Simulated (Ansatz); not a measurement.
Input for Ansatz (development build ahead of 0.2.0):

```yaml
crystal:
  periodic: [false, false, false]
  atoms:
    - { symbol: "N", position_ang: [0.0, 8.0e-05, -0.56658] }
    - { symbol: "N", position_ang: [0.0, -8.0e-05, 0.56658] }
    - { symbol: H, position_ang: [0.0, 0.91607, -0.841] }
    - { symbol: H, position_ang: [0.0, -0.91607, 0.841] }
basis:
  gaussian: { orbitals: STO-3G }
hamiltonian:
  xc: hf
```

The input is written out in the form of the current development build from the run's settings.

Results

```yaml
Converged: yes
Total_energy: -108.49042 hartree
Spin_squared_of_the_determinant: 0.000
```

Caution: no unrestricted run beside it, a lower state can exist.
